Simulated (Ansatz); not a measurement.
# AlH+ (doublet): wave-function methods side by side at distance Al1–H2 = 3.063 Å, cc-pVQZ

One table from this session's results is given with a row withheld; the runs are named, their logs left out.

The runs use Ansatz 0.2.0, Gaussian basis; cc-pVQZ, core rule «outside noble gas», up to 5 orbitals frozen.

The runs, in order: UHF; CCSD(T) on ROHF; CCSD(T) on UHF; BCCD(T) on ROHF; CCSDT on ROHF; CCSDT on UHF; CASSCF and MRCISD+Q, 3 electrons in 5 orbitals; CASSCF and NEVPT2, 3 electrons in 5 orbitals; Full CI.

27 further runs of the same task are left out: 4 for a known fault of the program, 17 that didn't finish, 6 set aside as unsound or not needed.

## The geometry

The geometry derives from a PBE0/def2-TZVP stationary point (not a proven minimum). One bond is set to the value named and the two fragments are kept rigid.

2 atoms, charge 1, spin multiplicity 2.

Atoms are counted from 1 here; the program's logs count them from 0.

No contacts short enough for the rule that draws bonds.

As a file:

```xyz
2

Al    0.0000    0.0000    0.0000
H     0.0000    0.0000    3.0630
```

Set-up of the first run:

Contents of in.yaml:

```yaml
crystal:
  periodic: [false, false, false]
  atoms:
    - {symbol: Al, position_ang: [0.000000, 0.000000, 0.000000]}
    - {symbol: H, position_ang: [0.000000, 0.000000, 3.063000]}
basis:
  gaussian: {orbitals: cc-pVQZ}
total_charge: 1
magnetization: {spin_polarized: true, initial_magnetization: 1}
hamiltonian: {xc: hf}
output: {orbitals: {seedname: orbitals}}
```

Run with:

```
$ ansatz run in.yaml --threads 1 --pin off --events-out ev --progress --plain --max-ram 2393MiB
```

Among the steps run: UHF; CCSD(T) on ROHF; CCSD(T) on UHF; BCCD(T) on ROHF; CCSDT on ROHF; CCSDT on UHF; CASSCF and MRCISD+Q, 3 electrons in 5 orbitals; CASSCF and NEVPT2, 3 electrons in 5 orbitals; Full CI.

One table of the session follows, with a row left open; its other results are not shown here.

| method | from FCI (kcal/mol) |
| --- | --- |
| ROHF | +26.11 |
| UHF | +26.01 |
| RMP2 | ? |
| UMP2 | +7.24 |
| RCCSD | +0.10 |
| UCCSD | +0.10 |
| RCCSD(T) | +0.03 |
| UCCSD(T) | +0.03 |
| BCCD(T) | +0.03 |
| RCCSDT | 0.00 |
| UCCSDT | 0.00 |
| CASSCF valence | +2.79 |
| NEVPT2 valence | +0.89 |
| MRCISD valence | +0.14 |
| MRCISD+Q valence | +0.13 |
| FCI | 0 |

Q: Estimate the row for RMP2 from the others.

The run gave: from FCI (kcal/mol): +7.21. In the column «from FCI (kcal/mol)» it lies between CASSCF valence (+2.79) and UMP2 (+7.24).

Among the levels timed on like hardware and quicker than the yardstick, those that no quicker one beats, quickest first: NEVPT2 valence (1.3 s, +0.89 kcal/mol); RCCSD(T) (1.6 s, +0.03 kcal/mol); UCCSD(T) (1.6 s, +0.03 kcal/mol); BCCD(T) (2.3 s, +0.03 kcal/mol).

Caveats from the session: The yardstick is full CI for this spin, exact in this basis with these frozen cores. Of the multireference levels listed MRCISD+Q valence comes nearest in total energy (+0.13 kcal/mol), which doesn't show that its space is the better one. Levels on UHF freeze UHF's core orbitals, full CI those of ROHF, so the U rows can settle a little off it for that reason alone. Restricted and unrestricted rows rest on different reference determinants; where their highest levels disagree by more than a few hundredths of an eV, they describe different states and don't form one ladder.
